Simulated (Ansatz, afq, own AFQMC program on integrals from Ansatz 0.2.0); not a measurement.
# CuSiH₃, singlet: AFQMC among the cluster methods

```xyz
5

Cu   -1.2061    0.0071    0.0082
Si    2.4097   -0.0141   -0.0164
H     2.9577   -1.4021   -0.0154
H     2.9780    0.6792    1.1766
H     2.9616    0.6709   -1.2219
```

Connectivity, by distances: Cu ··· SiH3.

Basis def2-SVP. Only valence electrons are correlated. AFQMC by an in-house program on the Cholesky factors that Ansatz 0.2.0 writes for its CCSD(T) run. ph-AFQMC/CISD is guided by a CISD state made of CCSD amplitudes; releasing the constraint for a short imaginary time cuts its bias at the price of noise, slowly where states lie close. Uncertainties: one standard error, sampling alone. The metal's outer-core s and p shells are frozen, which shifts wave-function levels against functionals.

Determinant: RHF, the one that the program's search chose, which needn't be the lowest solution. The geometry is a point of a scan.

No full CI on the walks' own integrals is used here; CCSDT(Q) serves as the reference and is uncertain by about the last step of the cluster series.

Cautions: no relativity below Rb; outer-core shells of the metal frozen; higher spins were not checked; restricted determinant unstable towards unrestricted (UHF 491 meV lower, ⟨S²⟩ 0.77).

```
T1 diagnostic                               : 0.0273
weight of the determinant in the CISD state : 0.812
size of the correlated space                : 18 electrons in 50 orbitals
```

```tsv
level	correlation energy (eV)
MP2	-10.8852
CCSD	-10.9192
CCSD(T)	-11.3970
```

Q: Estimate where phaseless AFQMC with a CISD trial lies against CCSD(T) on the same integrals.

A: 58.0 ± 8.6 meV above CCSD(T).

Reference: CCSDT(Q), correlation energy -11.379 eV. The released energy is read at 1.00 1/Eh (meV from the phaseless value at times in 1/Eh: -11 ± 11 at 0.24, -4 ± 14 at 0.50, -9 ± 14 at 1.00).

| level | E − E(reference) (meV) | share of correlation (%) |
| --- | --- | --- |
| CCSD(T) | -18.2 | 100.16 |
| CCSDT | -22.3 | 100.20 |
| ph-AFQMC/CISD | 39.8 ± 8.6 | 99.65 |
| released AFQMC | 30.7 ± 14.2 | 99.73 |

A walk keeps the symmetry of its determinant, which the program's search chose and which needn't be the lowest solution, so a lower state of the same spin and another symmetry isn't excluded. Released energies are given only where the last usable release times agree within the noise; a slower fall can still hide under it.
